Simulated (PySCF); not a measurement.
# State search for AlB

Unrestricted PBE0; PySCF, no relativity, basis sets Al def2-TZVPP, B def2-TZVPP. Outer shells of the fragments: Al 3s2 3p1; B 2s2 2p1.

Followed along the bond (rough minima from three points):

```tsv
2Ms+1	unpaired	⟨S²⟩ at the start	R at minimum (Å)	Te (eV)
3	π ↑↑	2.22	2.03	0.00
3	σ ↑, π ↑	2.01	2.23	0.07
1	σ ↑, π ↓	1.02	2.23	0.22
1	π ↑↓	1.01	2.05	0.25
1	none	0.00	2.08	1.04
```

Solutions found at the starting distance of 2.010 Å, counted from the lowest of them; the search is not exhaustive and high or unbound solutions are not listed, so other states can lie among these:

```tsv
2Ms+1	unpaired	term	E (eV)	⟨S²⟩	⟨Lz²⟩	μ (D)
3	π ↑↑	³Σ⁻	0.00	2.22	0.00	-1.69
1	π ↑↓	mixed	0.26	1.01	2.02	-1.71
3	σ ↑, π ↑	³Π	0.29	2.01	1.01	-0.62
1	σ ↑, π ↓	mixed	0.44	1.02	1.01	-0.90
1	none	mixed	1.07	0.00	2.00	-1.60
3	σ ↑, π ↑	³Π	2.70	2.04	1.02	-2.51
```

A term symbol is given only where ⟨S²⟩ and ⟨Lz²⟩ are close to those of a pure state; real π, δ and φ orbitals otherwise mix terms. A positive dipole means Al(−)B(+).

Problem. Compare the gap between the two lowest followed solutions at the starting distance with the gap between their minima.

Solution. At PBE0 the second solution (triplet, unpaired electrons σ ↑, π ↑) lies +0.29 eV from the first (triplet, unpaired electrons π ↑↑) at 2.010 Å and +0.07 eV at the minima; the two curves relax by different amounts, since their minima lie near 2.23 and 2.03 Å.

Counting both spins, an empty level lies below a filled one in some of these solutions, because spin and occupation are held.
